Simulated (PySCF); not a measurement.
## 2 BH₂ → B₂H₄

Level: PBE0 in the def2-TZVP basis family, all electrons, no relativity, computed in PySCF with density fitting; open shells unrestricted.

```tsv
species	state and structure	E (Eh)	ZPE (kJ/mol)	H(298 K) − H(0) (kJ/mol)	S° (J/(mol K))
BH₂	doublet, C2v, B–H 1.191 Å (×2); H–B–H 129.4°	-25.89448	37.8	10.0	194.2
B₂H₄	singlet, C2v, B–H 1.176 Å (×2), B–H 1.347 Å (×4); B–H–B 65.6° (×2), H–B–H 83.7° (×2), H–B–H 119.0° (×4)	-51.96815	106.6	11.3	227.2
```

Problem. What is the electronic reaction energy?

Solution. At PBE0/def2-TZVP, ΔE = -470.5 kJ/mol from the differences of the total energies times 2625.5, downhill.

Problem. Add zero-point, thermal and entropy terms for 298.15 K and 1 bar.

Solution. ΔZPE = 31.0 and Δ[H(298) − H(0)] = -8.7 kJ/mol give ΔH° = -448.2 kJ/mol. ΔS° = -161.2 J/(mol K), so ΔG° = -448.2 − 298.15 × (-0.1612) = -400 kJ/mol. ΔG° would change sign near 2780 K if ΔH° and ΔS° stayed fixed.

The structures come from searches over a few start shapes, so lower isomers are not excluded.
